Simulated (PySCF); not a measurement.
Working out the ionisation energy of F

F [He] 2s2 2p5 (2P) → F⁺ [He] 2s2 2p4 (3P). Computed with PySCF 2.14 in x2c-TZVPall, with scalar relativity by spin-free X2C-1e. Frozen: 1s2. Energies in hartree (1 hartree = 27.21139 eV):

```json
{"part": "UHF", "F (lower)": "-99.498859", "F⁺ (upper)": "-98.924060"}
{"part": "CCSD correlation", "F (lower)": "-0.210004", "F⁺ (upper)": "-0.156640"}
{"part": "(T)", "F (lower)": "-0.003440", "F⁺ (upper)": "-0.001904"}
```

**Question.** What does Hartree-Fock give?

**Answer.** (-98.924060) − (-99.498859) = 0.574799 hartree = 15.641 eV.

**Question.** What do CCSD and CCSD(T) give?

**Answer.** The CCSD correlation energies differ by 0.053364 hartree = 1.452 eV and the triples by 0.001536 hartree = 0.042 eV, so CCSD gives 17.093 eV and CCSD(T) 17.135 eV.

Measured between the centres of the two terms (NIST): 17.427 eV, so CCSD(T) (valence) is off by -0.292 eV.

What remains against the reference includes basis incompleteness, the frozen core and higher excitations.
